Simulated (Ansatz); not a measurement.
Input file:

```yaml
crystal:
  periodic: [false, false, false]
  atoms:
    - {symbol: F, position_ang: [0.075454, -0.220252, 1.544287]}
    - {symbol: C, position_ang: [-0.089420, 0.576138, 0.523454]}
    - {symbol: Si, position_ang: [-0.012800, -0.097395, -1.268485]}
basis:
  gaussian: {orbitals: cc-pVDZ}
magnetization: {spin_polarized: false, initial_magnetization: 3}
correlation: {active_space: {window: {electrons: 3, orbitals: 4}, states: [{multiplicity: 4, weights: [0.5, 0.5]}]}}
scf: {lower_state_search: off}
output: {forces: true}
```

```sh
$ ansatz run in.yaml --threads 1 --pin off --events-out ev --progress --plain --max-ram 2393MiB
```

Problem. Roughly how long does this take on 1 thread of Arm Neoverse V1, shared host, and how much host memory?

Solution. 1.1 s wall and 0.16 GiB.

```
these checks for a lower state are left out or cut short: stability, starts, cluster_reference, orbital_swaps, neighbouring_geometries, increment
841 factors; integrals over basis functions are off by at most 1.7e-7 eV
mean field evaluation 1: about -11592.6228 eV, gradient 1.6e1 eV
mean field evaluation 2: about -11592.6276 eV, gradient 1.7e1 eV
mean field evaluation 4: about -11593.8972 eV, gradient 3.5e0 eV
mean field evaluation 8: about -11594.1110 eV, gradient 5.0e-1 eV
mean field -11594.11773825 eV, -426.0759681053 hartree, gradient 1.1e-6 eV, S^2 3.750000; 0 other end points of the search recorded, 0 dependent functions left out
reference -11594.11773825 eV, -426.0759681053 hartree; 16, 13 occupied and 30, 33 virtual orbitals, 841 factors
state -11594.08165090 eV, -426.0746419199 hartree
state -11593.17893450 eV, -426.0414677039 hartree
the calculation of the forces begins
Total energy: -11593.63029270 eV, -426.0580548119 hartree
Atom 0 at     0.075454    -0.220252     1.544287 Å, force     0.060165    -0.254645     0.641186 eV/Å
Atom 1 at    -0.089420     0.576138     0.523454 Å, force    -0.058897     0.320904    -0.092711 eV/Å
Atom 2 at    -0.012800    -0.097395    -1.268485 Å, force    -0.001268    -0.066259    -0.548475 eV/Å
Dipole moment:    -0.014420     0.057477    -0.180204 e Å
Checks for a lower state left out: stability, starts, cluster_reference, orbital_swaps, neighbouring_geometries, increment
```

The total printed last is the weighted mean of the 2 states, 0.451 eV above the lowest of them, and is no single state's energy. Before any correction even the lowest state lies above the reference determinant, by 0.04 eV, so the averaged orbitals or the space serve it badly.

Forces (eV/Å):
```
F    0.060 -0.255  0.641
C   -0.059  0.321 -0.093
Si  -0.001 -0.066 -0.548
```
